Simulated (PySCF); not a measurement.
**State search for PO**

Unrestricted PBE0; P 3-21G, O 3-21G; no relativity (PySCF 2.14). Outer shells of the fragments: P 3s2 3p3; O 2s2 2p4.

Followed along the bond (rough minima from three points):

```
2Ms+1  unpaired  ⟨S²⟩ at the start  R at minimum (Å)  Te (eV)
    2       π ↑               0.75              1.57     0.00
    4     π ↑↑↑               3.75  none in the scan   ≤ 2.20
```

Solutions found at the starting distance of 1.665 Å, counted from the lowest of them; the search is not exhaustive and high or unbound solutions are not listed, so other states can lie among these:

| 2Ms+1 | unpaired | term | E (eV) | ⟨S²⟩ | ⟨Lz²⟩ | μ (D) |
| --- | --- | --- | --- | --- | --- | --- |
| 2 | π ↑ | ²Π | 0.00 | 0.75 | 1.00 | -1.82 |
| 4 | π ↑↑↑ | ⁴Π | 2.28 | 3.75 | 1.00 | -0.49 |
| 2 | π ↑↑↓ | mixed | 2.84 | 1.75 | 3.00 | -0.57 |
| 4 | σ ↑, π ↑↑ | ⁴Σ⁻ | 3.27 | 3.76 | 0.00 | -1.55 |
| 2 | σ ↓, π ↑↑ | mixed | 3.90 | 1.76 | 0.00 | -1.39 |
| 2 | σ ↑, π ↑↓ | mixed | 3.94 | 1.76 | 2.00 | -1.37 |
| 2 | π ↑ | mixed | 4.36 | 0.75 | 3.00 | -0.73 |
| 4 | σ ↑, π ↑↑ | mixed | 6.82 | 3.75 | 2.00 | -0.12 |
| 4 | σ ↑, π ↑↑ | mixed | 7.44 | 3.75 | 2.00 | -0.39 |
| 2 | σ ↓, π ↑↑ | mixed | 7.55 | 1.76 | 2.00 | -0.17 |
| 4 | σ ↑↑, π ↑ | ⁴Π | 7.77 | 3.75 | 1.00 | -1.14 |
| 6 | σ ↑↑, π ↑↑↑ | ⁶Π | 9.46 | 8.75 | 1.00 | -0.03 |
| 6 | σ ↑, π ↑↑↑↑ | ⁶Σ⁺ | 9.94 | 8.75 | 0.00 | 3.38 |

A term symbol is given only where ⟨S²⟩ and ⟨Lz²⟩ are close to those of a pure state; real π, δ and φ orbitals otherwise mix terms. A positive dipole means P(−)O(+).

Counting both spins, an empty level lies below a filled one in some of these solutions, because spin and occupation are held. 3-21G is very small, so such numbers show the basis as much as the molecule.
